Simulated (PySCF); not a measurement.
4-penten-2-ol, C₅H₁₀O.
Numbering: `[CH2:1]=[CH:2][CH2:3][C@@H:4]([CH3:5])[OH:6]` (hydrogens: H7, H8 on C1; H9 on C2; H10, H11 on C3; H12 on C4; H13, H14, H15 on C5; H16 on O6)

Computed with PySCF 2.14.0, PBE0-D3(BJ)/def2-SVP geometry optimisation, gas phase.

Q: Give the optimised bond lengths and angles.

A: 
```json
{"bond": "C1=C2", "length (Å)": "1.336"}
{"bond": "C2–C3", "length (Å)": "1.495"}
{"bond": "C3–C4", "length (Å)": "1.537"}
{"bond": "C4–C5", "length (Å)": "1.514"}
{"bond": "C4–O6", "length (Å)": "1.403"}
{"bond": "C1–H7", "length (Å)": "1.095"}
{"bond": "C1–H8", "length (Å)": "1.093"}
{"bond": "C2–H9", "length (Å)": "1.098"}
{"bond": "C3–H10", "length (Å)": "1.103"}
{"bond": "C3–H11", "length (Å)": "1.103"}
{"bond": "C4–H12", "length (Å)": "1.112"}
{"bond": "C5–H13, C5–H14, C5–H15", "length (Å)": "1.100"}
{"bond": "O6–H16", "length (Å)": "0.966"}
```

Bonds in one row agree within 0.01 Å and their mean is given. A selection of angles:
```json
{"angle": "C2–C1–H7", "degrees": "121.2"}
{"angle": "C2–C1–H8", "degrees": "121.7"}
{"angle": "H7–C1–H8", "degrees": "117.1"}
{"angle": "C1–C2–C3", "degrees": "125.0"}
{"angle": "C1–C2–H9", "degrees": "118.6"}
{"angle": "C3–C2–H9", "degrees": "116.3"}
{"angle": "C2–C3–C4", "degrees": "111.3"}
{"angle": "C2–C3–H10", "degrees": "110.3"}
{"angle": "C2–C3–H11", "degrees": "110.3"}
{"angle": "C4–C3–H10", "degrees": "108.2"}
{"angle": "C4–C3–H11", "degrees": "108.9"}
{"angle": "H10–C3–H11", "degrees": "107.8"}
{"angle": "C3–C4–C5", "degrees": "112.1"}
{"angle": "C3–C4–O6", "degrees": "110.7"}
{"angle": "C3–C4–H12", "degrees": "107.7"}
{"angle": "C5–C4–O6", "degrees": "107.6"}
{"angle": "C5–C4–H12", "degrees": "108.3"}
{"angle": "O6–C4–H12", "degrees": "110.3"}
{"angle": "C4–C5–H13", "degrees": "110.0"}
{"angle": "C4–C5–H15", "degrees": "111.2"}
{"angle": "H13–C5–H14", "degrees": "108.0"}
{"angle": "H13–C5–H15", "degrees": "108.6"}
{"angle": "C4–O6–H16", "degrees": "107.3"}
```

Dihedral angles: C1–C2–C3–C4 102° (anticlinal); C2–C3–C4–C5 180° (antiperiplanar); H16–O6–C4–C3 46° (synclinal).

Of the pairs four or more bonds apart, C2···H16 is among the closest relative to their van der Waals radii: 2.41 Å, 83 % of the sum of Bondi's values. O6 (alcohol oxygen) is bent (angle 107.3°). The C–C distances run from 1.336 Å (C1=C2, drawn double) to 1.537 Å (C3–C4, drawn single), a spread of 0.201 Å.

Point group: C1 (no symmetry element, even within 0.4 Å). Whether it is a minimum is left open (no frequencies). One conformer, not necessarily the lowest (C1–C2–C3–C4 102°, C2–C3–C4–C5 180°, C3–C4–O6–H 46°).
